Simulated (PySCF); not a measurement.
A geometry optimisation, step by step.

Compound: C4H12NP.
Numbering: `[CH3:1][N:2]([CH3:3])[P:4]([CH3:5])[CH3:6]` (hydrogens: H7, H8, H9 on C1; H10, H11, H12 on C3; H13, H14, H15 on C5; H16, H17, H18 on C6)

Method: PBE0-D3(BJ)/def2-SVP geometry optimisation, gas phase in PySCF 2.14.0; density fitting, grid level 1; the optimiser is geomeTRIC in internal coordinates, started from a GFN2-xTB structure with every atom displaced at random (about 0.01 Å). The frame can shift and turn from step to step; on so coarse a grid that alone can change the energy by a few meV, and forces under 0.02 eV/Å are noise.

Step 0: E = -15105.0350 eV, largest atomic force 1.684 eV/Å
```
atom  x, y, z in Å  |  force x, y, z in eV/Å
C1     -1.818    0.612    0.202   -0.271   1.159   0.024
N2     -0.698   -0.163   -0.206    0.217  -0.694   0.074
C3     -1.152   -1.505   -0.545    1.408   0.465   0.797
P4      0.693   -0.092    0.909   -0.560   0.035  -0.260
C5      1.098    1.677    0.603   -0.838  -0.299   0.650
C6      1.921   -0.806   -0.244    0.001   0.129   0.456
H7     -2.513    0.706   -0.651   -0.120   0.005   0.074
H8     -1.505    1.648    0.462   -0.183  -0.327  -0.061
H9     -2.390    0.209    1.062   -0.025  -0.106   0.105
H10    -0.283   -2.118   -0.811   -0.057  -0.189  -0.223
H11    -1.822   -1.443   -1.379   -0.668  -0.062  -0.845
H12    -1.657   -1.996    0.295   -0.336  -0.287   0.297
H13     2.124    1.829    0.852    1.242   0.209   0.245
H14     0.914    1.942   -0.424   -0.093   0.161  -0.858
H15     0.515    2.330    1.257   -0.151   0.137   0.120
H16     1.727   -0.465   -1.252   -0.087   0.188  -0.636
H17     1.921   -1.887   -0.199    0.012  -0.613  -0.039
H18     2.898   -0.463    0.083    0.509   0.088   0.078
```

Step 1: E = -15105.1608 eV, largest atomic force 0.362 eV/Å
```
atom  x, y, z in Å  |  force x, y, z in eV/Å
C1     -1.840    0.636    0.230    0.177  -0.053  -0.004
N2     -0.728   -0.193   -0.196    0.017   0.154   0.147
C3     -1.150   -1.551   -0.439   -0.296   0.006  -0.209
P4      0.703   -0.072    0.847   -0.111  -0.049  -0.002
C5      1.099    1.708    0.569    0.182   0.063  -0.109
C6      1.947   -0.784   -0.316   -0.001   0.015  -0.068
H7     -2.658    0.545   -0.500   -0.045  -0.019  -0.063
H8     -1.547    1.697    0.249   -0.034  -0.051   0.074
H9     -2.255    0.359    1.226    0.048   0.049  -0.054
H10    -0.304   -2.176   -0.756    0.045  -0.036  -0.014
H11    -1.884   -1.554   -1.273    0.139  -0.060   0.207
H12    -1.633   -2.043    0.435    0.051   0.014  -0.020
H13     2.160    1.876    0.832   -0.173  -0.047  -0.034
H14     0.937    1.983   -0.489    0.029  -0.006   0.085
H15     0.497    2.359    1.216   -0.048   0.022   0.019
H16     1.764   -0.430   -1.345    0.027  -0.028   0.053
H17     1.936   -1.884   -0.295   -0.015   0.041  -0.009
H18     2.947   -0.460    0.012    0.009  -0.016   0.001
```

Step 2: E = -15105.1669 eV, largest atomic force 0.069 eV/Å
```
atom  x, y, z in Å  |  force x, y, z in eV/Å
C1     -1.835    0.636    0.230    0.011  -0.038  -0.056
N2     -0.728   -0.189   -0.201    0.010   0.008   0.012
C3     -1.152   -1.550   -0.442   -0.039  -0.017  -0.021
P4      0.697   -0.071    0.843   -0.012  -0.004  -0.009
C5      1.096    1.710    0.564    0.024   0.025  -0.015
C6      1.947   -0.782   -0.317    0.001   0.015  -0.007
H7     -2.654    0.551   -0.504    0.001   0.011   0.005
H8     -1.545    1.696    0.267   -0.003   0.004   0.022
H9     -2.248    0.352    1.222   -0.010   0.008   0.012
H10    -0.307   -2.172   -0.769    0.003   0.002  -0.006
H11    -1.897   -1.567   -1.256    0.016   0.017   0.039
H12    -1.614   -2.041    0.442    0.022  -0.006   0.011
H13     2.149    1.874    0.840   -0.019  -0.007   0.010
H14     0.949    1.985   -0.493    0.005  -0.003   0.009
H15     0.484    2.361    1.204   -0.007  -0.002  -0.008
H16     1.776   -0.424   -1.344    0.007   0.001   0.002
H17     1.927   -1.882   -0.301   -0.008  -0.002  -0.007
H18     2.947   -0.468    0.021    0.001  -0.011   0.006
```

Step 3: E = -15105.1688 eV, largest atomic force 0.066 eV/Å
```
atom  x, y, z in Å  |  force x, y, z in eV/Å
C1     -1.839    0.633    0.229   -0.025   0.004  -0.022
N2     -0.730   -0.187   -0.205    0.004  -0.019  -0.020
C3     -1.151   -1.551   -0.440    0.048  -0.023   0.038
P4      0.694   -0.068    0.838    0.031   0.018   0.013
C5      1.098    1.713    0.560   -0.040  -0.009   0.005
C6      1.947   -0.781   -0.317   -0.010   0.004   0.007
H7     -2.657    0.553   -0.507    0.011   0.009   0.008
H8     -1.552    1.692    0.278    0.008   0.012  -0.001
H9     -2.253    0.343    1.219   -0.013  -0.011   0.011
H10    -0.307   -2.168   -0.784   -0.012   0.010  -0.011
H11    -1.911   -1.570   -1.237   -0.035   0.014  -0.023
H12    -1.590   -2.045    0.453    0.006  -0.007   0.011
H13     2.146    1.875    0.851    0.029   0.005   0.019
H14     0.967    1.987   -0.499    0.001   0.002  -0.016
H15     0.478    2.366    1.191    0.001  -0.004  -0.011
H16     1.787   -0.416   -1.344    0.002   0.009  -0.011
H17     1.917   -1.880   -0.309   -0.004  -0.007  -0.006
H18     2.947   -0.479    0.029   -0.003  -0.005   0.007
```

Step 4: E = -15105.1705 eV, largest atomic force 0.093 eV/Å
```
atom  x, y, z in Å  |  force x, y, z in eV/Å
C1     -1.841    0.628    0.228   -0.045   0.035   0.020
N2     -0.730   -0.186   -0.208   -0.003  -0.049  -0.033
C3     -1.147   -1.554   -0.437    0.073   0.002   0.058
P4      0.692   -0.063    0.834    0.047   0.028   0.018
C5      1.097    1.718    0.553   -0.050  -0.029   0.013
C6      1.947   -0.778   -0.318   -0.011  -0.006   0.010
H7     -2.656    0.559   -0.511    0.009   0.004   0.003
H8     -1.554    1.688    0.294    0.008   0.000  -0.017
H9     -2.261    0.329    1.214   -0.006  -0.017  -0.002
H10    -0.310   -2.161   -0.811   -0.012   0.012  -0.014
H11    -1.933   -1.573   -1.208   -0.048   0.003  -0.040
H12    -1.551   -2.056    0.469   -0.007  -0.004   0.003
H13     2.138    1.881    0.866    0.037   0.015   0.014
H14     0.986    1.987   -0.509    0.001   0.002  -0.020
H15     0.462    2.372    1.169    0.007  -0.002  -0.005
H16     1.802   -0.402   -1.343   -0.001   0.011  -0.009
H17     1.903   -1.877   -0.320    0.000  -0.004  -0.003
H18     2.947   -0.493    0.043    0.000   0.000   0.003
```

Step 5: E = -15105.1713 eV, largest atomic force 0.055 eV/Å
```
atom  x, y, z in Å  |  force x, y, z in eV/Å
C1     -1.845    0.624    0.230   -0.026   0.025   0.026
N2     -0.731   -0.187   -0.208   -0.001  -0.034  -0.017
C3     -1.143   -1.556   -0.435    0.045   0.015   0.027
P4      0.693   -0.057    0.833    0.021   0.017   0.013
C5      1.097    1.722    0.548   -0.027  -0.021   0.004
C6      1.947   -0.776   -0.316   -0.007  -0.009   0.005
H7     -2.657    0.561   -0.513    0.004   0.000  -0.001
H8     -1.558    1.682    0.306    0.005   0.001  -0.011
H9     -2.269    0.316    1.212    0.001  -0.009  -0.006
H10    -0.312   -2.154   -0.836   -0.006   0.003  -0.009
H11    -1.949   -1.575   -1.186   -0.023  -0.003  -0.018
H12    -1.522   -2.068    0.477   -0.007  -0.002  -0.001
H13     2.135    1.889    0.875    0.016   0.009   0.003
H14     1.000    1.986   -0.517    0.001   0.002  -0.009
H15     0.454    2.378    1.151    0.003   0.002  -0.001
H16     1.812   -0.392   -1.340    0.000   0.006  -0.003
H17     1.893   -1.874   -0.326    0.001  -0.001  -0.001
H18     2.948   -0.502    0.052    0.000   0.002   0.000
```

Step 6: E = -15105.1714 eV, largest atomic force under 0.02 eV/Å
```
atom  x, y, z in Å  |  force x, y, z in eV/Å
C1     -1.847    0.621    0.234   -0.006   0.005   0.011
N2     -0.731   -0.187   -0.206    0.001  -0.013   0.000
C3     -1.139   -1.556   -0.435    0.006   0.013   0.000
P4      0.694   -0.054    0.835   -0.001   0.007   0.002
C5      1.096    1.724    0.543    0.001  -0.005   0.000
C6      1.947   -0.775   -0.314    0.000  -0.005   0.002
H7     -2.656    0.561   -0.512    0.000  -0.001  -0.001
H8     -1.560    1.680    0.314    0.001  -0.002  -0.003
H9     -2.273    0.308    1.213    0.002  -0.002  -0.003
H10    -0.310   -2.149   -0.850   -0.001   0.000  -0.003
H11    -1.953   -1.574   -1.179   -0.003  -0.004  -0.001
H12    -1.508   -2.075    0.477   -0.002  -0.002  -0.001
H13     2.132    1.896    0.873    0.001   0.004  -0.002
H14     1.001    1.983   -0.523   -0.001   0.000   0.000
H15     0.449    2.382    1.141    0.001   0.001   0.001
H16     1.814   -0.389   -1.337    0.000   0.001   0.000
H17     1.890   -1.873   -0.325    0.001   0.002   0.001
H18     2.948   -0.504    0.056    0.001   0.002  -0.002
```

Q: Summarise the path.

A: The energy falls by 0.1364 eV from step 0 to step 6; nine tenths of that is first reached at step 1. It falls at every step. The largest force goes from 1.684 to under 0.02 eV/Å. Among the bonds C5–H13 changes most, from 1.066 to 1.101 Å; the atoms move by 0.116 Å rms after alignment.

The cost below is that of the whole optimisation. The run took 76 s of wall time on one thread of an Intel Xeon Platinum 8259CL at 2.50 GHz (shared host), and the process peaked at 0.61 GiB of memory.
